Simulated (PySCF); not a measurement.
## How the method moves the HOMO and LUMO of `C#CC(C)C`

Species: C5H8.
Cartesian coordinates in Å at the PBE0-D3(BJ)/def2-SVP level; atoms count from 1:
```
atom  x, y, z in Å
C1     2.2105   -1.1387   -0.4458
C2     1.2090   -0.5964   -0.0329
C3    -0.0107    0.0593    0.4414
C4    -1.2458   -0.7920    0.1369
C5    -0.1374    1.4704   -0.1381
H6     3.0994   -1.6197   -0.8087
H7     0.0787    0.1490    1.5397
H8    -1.1577   -1.7951    0.5779
H9    -1.3767   -0.9091   -0.9498
H10   -2.1499   -0.3126    0.5423
H11   -0.2316    1.4317   -1.2342
H12    0.7428    2.0825    0.1050
H13   -1.0306    1.9707    0.2662
```

Basis pcSseg-2 throughout (PySCF), one geometry. Isolated species at its PBE0-D3(BJ)/def2-SVP geometry, gas phase.

Problem. How do the orbital energies, the gap and the dipole change with the method?

Solution. 
```tsv
method	kind	HOMO (eV)	LUMO (eV)	gap (eV)	μ (D)	SCF cycles
BLYP	GGA	-6.29	-0.27	6.02	0.80	15
B97-D	GGA	-6.38	-0.17	6.21	0.81	14
OPBE	GGA	-6.39	-0.19	6.20	0.85	15
KT2	GGA	-6.43	-0.29	6.14	0.79	15
PBE	GGA	-6.44	-0.30	6.14	0.82	14
KT3	GGA	-6.44	-0.42	6.02	0.79	14
BP86	GGA	-6.52	-0.23	6.29	0.82	16
LDA	LDA	-6.60	-0.43	6.16	0.83	14
B97-2	global hybrid	-7.37	0.48	7.85	0.80	14
B3LYP	global hybrid	-7.41	0.17	7.58	0.79	14
PBE0	global hybrid	-7.64	0.46	8.10	0.81	14
mPW1PW91	global hybrid	-7.65	0.44	8.09	0.80	14
BHandHLYP	global hybrid	-8.70	1.00	9.70	0.78	12
CAM-B3LYP	range-separated hybrid	-9.01	1.15	10.16	0.78	12
wB97X-D	range-separated hybrid	-9.51	2.13	11.64	0.80	13
HF	Hartree–Fock	-10.34	2.57	12.91	0.78	10
LC-wPBE	range-separated hybrid	-10.43	2.27	12.70	0.78	12
```

The HOMO spans 4.14 eV, from BLYP down to LC-wPBE, and the gap runs from 6.02 eV (KT3) to 12.91 eV (HF). Over the methods BLYP (0 %), B97-D (0 %), OPBE (0 %), KT2 (0 %), PBE (0 %), KT3 (0 %), BP86 (0 %), LDA (0 %), B97-2 (21 %), B3LYP (20 %), PBE0 (25 %), mPW1PW91 (25 %), BHandHLYP (50 %), HF (100 %), a straight line through the gap against the share of exact exchange rises by 0.69 eV for each 10 % (correlation coefficient 0.998). The dipole ranges from 0.78 D (HF) to 0.85 D (OPBE). This basis has no diffuse functions.

The vertical ΔSCF ionisation energy at CAM-B3LYP/def2-SVPD is 10.05 eV; −ε(HOMO) comes closest to it with HF (10.34 eV).
